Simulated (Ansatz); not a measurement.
Relaxing gadolinium (hcp)

All numbers below come from Ansatz 0.2.0, DFT, revPBE, plane waves (420 eV) with PAW, scalar-relativistic. The PAW files were generated under PBE, with cores re-solved for the functional.

k-point mesh 10×10×6, Fermi-Dirac smearing 0.05 eV, starting moments 7.00, -7.00 μB. Cell and atoms relax.

Starting structure:

```yaml
crystal:
  lattice:
    - [3.6360007066, 0.0, 0.0]
    - [-1.8180003533, 3.1488689801, 0.0]
    - [0.0, 0.0, 5.7826]
  atoms:
    - { symbol: Gd, position: [0.3333333333, 0.6666666667, 0.25], spin: 7.0 }
    - { symbol: Gd, position: [0.6666666667, 0.3333333333, 0.75], spin: -7.0 }
hamiltonian:
  xc: revpbe
  pseudopotentials:
    kind: paw
    azcp:
      Gd: "pseudopotentials/Gd.paw.azcp"
basis:
  ecutwfc: 420
  fft_grid_basis: typed
kpoints:
  mp_grid: { grid: [10, 10, 6], shift: [0, 0, 0] }
magnetization:
  spin_polarized: true
scf:
  occupations: { method: fermi_dirac, width: 0.05 }
relax:
  max_steps: 60
  f_tol: 0.01
  cell: {}
```

Problem. The pressure at the start is 1.1 GPa. By how much does the volume change?

Solution. From 33.10 to 34.22 Å³ per atom, 3.4 %. The final cell has a = 3.664 Å, c = 5.886 Å (c/a = 1.607).

Problem. How much energy does the relaxation gain?

Solution. 4.1 meV per atom.

Problem. Which magnetic state does it end in?

Solution. antiferromagnetic, largest moment 7.28 μB in the atomic sphere; moments 7.28, -7.28 μB.

With an open f shell the SCF can settle in more than one state.
